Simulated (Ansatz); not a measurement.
`F[CH]OCF` radical. Total charge 0; spin multiplicity 2.

Z-matrix (Å, degrees):
```
C
F 1 1.365
O 1 1.393 2 110.0
H 1 1.090 2 108.6 3 116.1
H 1 1.092 2 108.1 3 -121.9
C 3 1.347 1 116.5 2 -80.5
F 6 1.344 3 114.0 1 -61.2
H 6 1.086 3 113.4 1 167.2
```

Problem. List the harmonic frequencies (cm⁻¹, unscaled) at PBE0-D4/def2-TZVP in Ansatz. (An estimate is asked.)

Solution. Computed: 60, 159, 302, 550, 608, 945, 1016, 1082, 1139, 1181, 1245, 1309, 1356, 1455, 1524, 3084, 3157, 3185.

Problem. Is this a minimum?

Solution. Yes, all 18 modes are real.

Problem. Give the ideal-gas thermochemistry at 298.15 K and 1 bar (rigid rotor, harmonic oscillator; point group C1, symmetry number 1).

Solution. Zero-point energy 139.7 kJ/mol; H(298) − E = 155.9 kJ/mol; entropy 317.4 J/(mol·K), of which translation 163.7, rotation 106.6, vibration 41.4, electronic 5.8; G(298) − E = 61.3 kJ/mol. Modes under 100 cm⁻¹ are hindered rotations or soft bends, so the harmonic entropy is rough.

Problem. Rotational constants (cm⁻¹)?

Solution. 0.4287, 0.1005, 0.0961.
